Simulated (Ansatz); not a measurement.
CH3N, singlet: energies of several shapes or isomers

Calculated in Ansatz's Gaussian-basis code; CASPT2, NEVPT3, MRCISD by development code. Basis cc-pVDZ, nonrelativistic, 2 orbitals frozen in the corrections; active space CAS(4,3). Restricted Hartree–Fock, then the lowest state-specific CASSCF solution met for each case. Single-reference values can break down or jump between states where bonds are stretched. Solutions in different active orbitals can move differences by tenths of an eV and at times more than 1 eV.

Case A:

```json
{"atom": "C", "x (Å)": "-0.0093", "y (Å)": "-0.0019", "z (Å)": "0.5931"}
{"atom": "N", "x (Å)": "0.1411", "y (Å)": "-0.0057", "z (Å)": "-0.6788"}
{"atom": "H", "x (Å)": "-0.0768", "y (Å)": "-0.8913", "z (Å)": "1.2274"}
{"atom": "H", "x (Å)": "-0.0778", "y (Å)": "0.9578", "z (Å)": "1.1030"}
{"atom": "H", "x (Å)": "-0.7771", "y (Å)": "-0.0149", "z (Å)": "-1.1371"}
```

Case B:

```
atom   x (Å)    y (Å)    z (Å)
   C  0.0000   0.0281   0.5921
   N  0.0000  -0.1536  -0.6758
   H  0.0000   1.0006   1.0943
   H  0.0000  -0.8470   1.2401
   H  0.0000   0.7531  -1.1566
```

Energy less that of case A, in eV:

| case | CASSCF | SC-NEVPT2 | FIC-NEVPT2 | NEVPT3 | CASPT2 (IPEA 0) | CASPT2 (IPEA 0.25) |
| --- | --- | --- | --- | --- | --- | --- |
| B | -2.560 | -2.494 | -2.489 | -2.543 | -2.481 | -2.480 |

Question: Give the MRCISD+Q energies against case A.

Answer: B: -2.522 eV (-58.2 kcal/mol).
